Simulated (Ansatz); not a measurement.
Two shapes of singlet C2H4.

Shape 1:

```xyz
6

C     0.0000    0.0000   -0.6653
C     0.0000    0.0000    0.6653
H     0.0000   -0.9311   -1.2403
H     0.0000    0.9311   -1.2403
H     0.0000   -0.9311    1.2403
H     0.0000    0.9311    1.2403
```

Shape 2:

```xyz
6

C    -0.0229    0.0238   -0.7029
C     0.0451   -0.0141    0.6490
H     0.0071   -0.9752   -1.2178
H    -0.0247    0.8992   -1.2697
H     0.0182   -0.9572    1.2018
H     0.0414    0.9100    1.2587
```

Basis set: cc-pVTZ (spherical functions). Left uncorrelated: 2 orbitals. Charge 0, multiplicity 1.

Computed with Ansatz (development build ahead of 0.2.0); each method stands on the lowest determinant of its kind that the runs found.

Problem. Which shape is lower in energy, and by how much in each method?

Solution.

```json
{"method": "RHF", "E(2) − E(1) (eV)": "0.136"}
{"method": "RHF-MP2", "E(2) − E(1) (eV)": "0.102"}
```

Shape 1 is lower.
